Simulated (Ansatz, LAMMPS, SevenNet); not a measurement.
## Rock-salt SrO, bulk modulus B0

Reference value: 91 GPa (measured, 300 K, no zero-point or thermal correction; as tabulated in Santana et al. (2016), arXiv:1608.06321).

```
level (code)                                  value (GPa)  cell (Å³/atom)
--------------------------------------------  -----------  --------------
ionic model catlow1992 (shell model, LAMMPS)          116           17.31
SevenNet-0                                           83.1           17.66
PBE (Ansatz)                                         84.6           17.52
r²SCANh (Ansatz)                                     95.6           17.08
Hartree–Fock (Ansatz)                                 ___           17.80
```

Problem. What belongs in the gaps?

Solution. 
- Hartree–Fock (Ansatz, a quantum-chemistry and plane-wave program), value (GPa): 92.6

Differences against the reference: ionic model catlow1992 +27 %, SevenNet-0 -8.7 %, PBE -7.0 %, r²SCANh +5.1 %, Hartree–Fock +1.8 %.

The reference is not for a static lattice or low temperature, so close values are not ranked against it.

The measured value isn't corrected to a static lattice, so vibrations enter the comparison. A static lattice is as a rule stiffer than a warm one, by over a tenth in soft solids.  Each level is taken at its own relaxed cell. Cutoffs and k meshes differ between the levels. Ansatz's density-functional and Hartree–Fock values are scalar-relativistic unless marked +SOC, with PAW data made under PBE.

Empirical potentials (ionic model catlow1992) are fitted to chosen data: where that held the value shown, agreement is built in, and what lay outside the fit can be far off. Machine-learned potentials (SevenNet-0) are trained on DFT data: a solid inside that data is no test of them.

Differences are worked out from the printed values.
